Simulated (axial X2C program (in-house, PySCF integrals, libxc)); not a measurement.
**POH⁻: properties at the nuclei**

Computed with an axial X2C code built on PySCF integrals: two-component X2C with atomic mean-field Coulomb and Gaunt terms, Gaussian nuclei, basis P dyall-v3z, O dyall-av3z, H dyall-v3z with contracted cores.

P–O–H held linear, with bonds 1.718 and 0.942 Å (near the PBE0 minimum at charge -1 of the determinant lowest at the starting distance; the state shown can have its own minimum elsewhere, held linear; other orders of the atoms were not compared).

Input and command:
```json
{"zs": [15, 8, 1], "q": -1, "bas": ["dyall-v3z", "dyall-av3z", "dyall-v3z"], "r0": [1.74, 0.96], "symm": 0, "scan": ["PBE0", "HF", "BHandHLYP"], "levels": ["PBE0", "HF", "B3LYP"], "nst": 2}
```
```bash
python solin.py task.json out
```

Keys: zs atomic numbers; q charge; bas basis sets; r0 starting distance in Å; symm equal bonds; scan levels of the two-bond scan; levels methods; nst determinants followed.

Determinant lowest in the PBE0 search, Ω = 3/2 (⟨Sz⟩ = 0.50, ⟨Lz⟩ = 1.00 at PBE0), spin on the atoms P 0.50, O 0.01, H 0.00:

| level | Eeff magnitude (GV/cm) | Ws magnitude P (kHz) | A∥/gI P (MHz) | qzz P (a.u.) | A∥/gI O (MHz) | qzz O (a.u.) | A∥/gI H (MHz) | qzz H (a.u.) |
| --- | --- | --- | --- | --- | --- | --- | --- | --- |
| PBE0 | 0.0169 | 0.00432 | 127 | 2.38 | 37.5 | 2.10 | 2.22 | 0.57 |
| HF | 0.0468 | 0.012 | 142 | 2.43 | 43 | 2.13 | 1.73 | 0.57 |
| B3LYP | 0.0135 | 0.00341 | 134 | 2.46 | 37.5 | 2.11 | 2.24 | 0.57 |

Determinant 0.03 eV from it at PBE0 and this distance, Ω = 1/2 (⟨Sz⟩ = -0.50, ⟨Lz⟩ = 1.00 at PBE0), spin on the atoms P -0.49, O -0.01, H 0.00:

```csv
level,Eeff magnitude (GV/cm),Ws magnitude P (kHz),A∥/gI P (MHz),qzz P (a.u.),A∥/gI O (MHz),qzz O (a.u.),A∥/gI H (MHz),qzz H (a.u.)
PBE0,0.0131,0.0104,663,2.37,129,2.10,4.91,0.57
HF,0.0388,0.0306,606,2.42,60.4,2.13,3.81,0.57
B3LYP,0.0095,0.00761,656,2.45,133,2.11,4.82,0.57
```

Eeff is the effective electric field on the electron electric dipole moment in this Ω state and Ws the scalar–pseudoscalar constant of the nucleus named (defined with the proton number Z and per Ω); A∥ (defined per Ω) follows by multiplying with gI = μI/(I μN); qzz is the electric field gradient, eQq0 = 234.96 MHz × Q/barn × qzz. The operators were transformed with the bare-nucleus X2C matrices; with these basis sets, hyperfine constants and field gradients can be off by tens of per cent, and where levels differ in sign neither size nor sign is settled.

Problem. With gI(31P) = 2.2632, gI(17O) = -0.7575, Q(17O) = -0.02558 barn, gI(1H) = 5.5857 (g factors from the IAEA table of nuclear moments by Stone; Q from Pyykkö, Mol. Phys. 2018), turn the PBE0 values of the first state into constants in MHz.

Solution. A∥(31P) = 127 × 2.2632 = 287 MHz; A∥(17O) = 37.5 × -0.7575 = -28.4 MHz; eQq0(17O) = 234.96 × (-0.02558) × (2.10) = -12.6 MHz; A∥(1H) = 2.22 × 5.5857 = 12.4 MHz.

The molecule was held linear; bending was not examined, so a bent shape may lie lower.

Each state is one determinant with collinear spin. Unrestricted Hartree–Fock can overshoot spin polarisation at the nuclei. For an anion, determinants above electron detachment, or with a positive highest level, are held by the basis set. Where Eeff spreads by more than a factor of two the levels disagree and none is to be relied on. The search compared states at one distance, so a state with another bond length can lie lower. PBE0 term energies can be off by some tenths of an eV.
